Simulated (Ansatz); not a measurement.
One geometry of Li₂F⁺, several levels of theory.

```yaml
crystal:
  periodic: [false, false, false]
  atoms:
    - {symbol: Li, position_ang: [1.323920, 0.162179, 1.370195]}
    - {symbol: Li, position_ang: [-0.131349, -1.964866, -0.883225]}
    - {symbol: F, position_ang: [-1.192572, 1.802687, -0.486970]}
basis:
  gaussian: {orbitals: def2-TZVP, initial_orbitals: start.molden}
total_charge: 1
magnetization: {spin_polarized: true, initial_magnetization: 2}
hamiltonian: {xc: {name: wB97X-V}}
scf: {omitted_lower_state_checks: [starts]}
output: {orbitals: {seedname: orbitals}}
```

The file start.molden holds the orbitals of an earlier run on this structure, at another level or in another basis.

```sh
$ ansatz run in.yaml --threads 2 --pin off --events-out ev --progress --plain --max-ram 4352MiB
```

It prints (some lines left out):

```
Functional definition: wB97X-V
414 factors; their error is unknown
143 factors; integrals over basis functions are off by at most 3.9e-5 eV
mean field evaluation 1: about -3116.6288 eV, gradient 4.2e0 eV
mean field evaluation 2: about -3116.6390 eV, gradient 2.2e-2 eV
mean field evaluation 4: about -3116.6492 eV, gradient 4.8e-5 eV
mean field evaluation 8: about -3116.6492 eV, gradient 8.3e-6 eV
mean field -3116.64922078 eV, -114.5347463229 hartree, gradient 8.3e-6 eV, S^2 2.001545; 0 other end points of the search recorded, 0 dependent functions left out
reference -3116.64922493 eV, -114.5347464755 hartree; 8, 6 occupied and 51, 53 virtual orbitals, 414 factors
Total energy: -3116.64922493 eV, -114.5347464755 hartree
Checks for a lower state left out: starts
```

Hardware: 2 threads of Arm Neoverse V2 on a shared host. Wall time 4 s.

First input, but with `hamiltonian: {xc: {name: B2PLYP}}` and without the key `output` (abridged; 0.9 s):

```
Functional definition: B2PLYP
mean field -3114.01591534 eV, -114.4379741329 hartree, gradient 4.2e-6 eV, S^2 2.002401
1 core orbitals not correlated: weight in the atoms' cores, before any rotation towards them, 1.000 or more for the frozen orbitals, at most 0.000 for the correlated occupied ones
second order -8.02991548 eV of doubles, -0.00000000 eV of singles
Total energy: -3116.18419124 eV, -114.5176568025 hartree
Checks for a lower state left out: starts
```

The first input with `hamiltonian: {xc: {name: CAM-B3LYP}, dispersion: d4}` (abridged; 1.1 s):

```
Functional definition: CAM-B3LYP
mean field -3116.46746180 eV, -114.5280668037 hartree, gradient 2.9e-6 eV, S^2 2.001677
Total energy: -3116.59580339 eV, -114.5327832699 hartree
Checks for a lower state left out: starts
```

The first input with `hamiltonian: {xc: r2scan, dispersion: d4}` (abridged; 2.1 s):

```
Functional definition: r2SCAN
mean field -3116.57209733 eV, -114.5319120885 hartree, gradient 7.5e-6 eV, S^2 2.002397
Total energy: -3116.60124300 eV, -114.5329831722 hartree
Checks for a lower state left out: starts
```

As the first input, with `correlation: {method: mp2}` and without the key `hamiltonian` (abridged; 0.15 s):

```
Functional definition: HF
mean field -3105.42967411 eV, -114.1224355875 hartree, gradient 3.9e-6 eV, S^2 2.003755
1 core orbitals not correlated: weight in the atoms' cores, before any rotation towards them, 1.000 or more for the frozen orbitals, at most 0.000 for the correlated occupied ones
second order -7.04921099 eV of doubles, -0.00000000 eV of singles
Total energy: -3112.47888509 eV, -114.3814893133 hartree
Checks for a lower state left out: starts
```

The first input with `gaussian: {orbitals: STO-3G}`, `hamiltonian: {xc: hf}` (abridged; 0.05 s):

```
Functional definition: HF
mean field -3061.11976465 eV, -112.4940764494 hartree, gradient 2.9e-6 eV, S^2 2.000151
Total energy: -3061.11976465 eV, -112.4940764494 hartree
Checks for a lower state left out: starts
```

As the first input, with `hamiltonian: {xc: pbe}`, `correlation: {method: rpa}` and without the key `output` (abridged; 0.9 s):

```
Functional definition: PBE
mean field -3113.86503321 eV, -114.4324293171 hartree, gradient 3.0e-6 eV, S^2 2.001319
1 core orbitals not correlated: weight in the atoms' cores, before any rotation towards them, 1.000 or more for the frozen orbitals, at most 0.000 for the correlated occupied ones
Total energy: -3118.03135431 eV, -114.5855387932 hartree
Checks for a lower state left out: starts
```

Geometry: PBE0-D4/def2-TZVP.

Correlated methods freeze 1 core orbital; core or outer-core shells of Li are correlated, in sets that lack core-valence functions. In the triplet geometry the species has come apart into loosely held pieces. At PBE0-D4/def2-TZVP a singlet of charge 1 lies 7.29 eV below the triplet, each at its own geometry. The structure comes from a short search, and lower isomers may exist.
